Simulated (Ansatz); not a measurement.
Relaxation of BFH$_{5}$P (8 atoms, charge 0, multiplicity 1), to a largest force component of 0.03 eV/Å in at most 50 steps.

Level of theory: RKS BHLYP-D4/6-31G* (Ansatz).

```xyz
8
Properties=species:S:1:pos:R:3
B -0.006 0.146 0.039
F -0.042 0.587 1.283
H 1.054 0.006 -0.473
H -1.037 -0.021 -0.524
P 0.149 -2.800 1.054
H -0.572 -2.529 -0.124
H 1.403 -2.487 0.497
H -0.044 -1.517 1.616
```

**Question.** Where does it end, and by what steps?

**Answer.** It converged. The force dipped under the threshold on the way, but the program's further checks kept it going. After 11 steps the energy has fallen by 0.132 eV; H8 moved furthest, 0.50 Å.

```tsv
step	energy less start (eV)	largest force component (eV/Å)	accepted
0	0.0000	0.492	yes
1	-0.1062	0.282	yes
2	-0.1028	0.832	no
3	-0.1155	0.404	yes
4	-0.1240	0.372	yes
5	-0.1292	0.110	yes
6	-0.1310	0.037	yes
7	-0.1314	0.011	yes
8	-0.1314	0.070	yes
9	-0.1315	0.043	yes
10	-0.1315	0.033	no
11	-0.1316	0.026	yes
```

```xyz
8
Properties=species:S:1:pos:R:3
B -0.011 0.371 -0.076
F -0.087 0.743 1.183
H 1.068 0.254 -0.558
H -1.025 0.191 -0.667
P 0.193 -3.068 1.070
H -0.607 -2.590 0.010
H 1.396 -2.578 0.523
H -0.022 -1.937 1.882
```

Whether the end is a true minimum wasn't checked by a vibrational analysis.

Time of the run: 24 s on 1 thread of Arm Neoverse V1, on a shared host, peak memory 0.12 GiB.
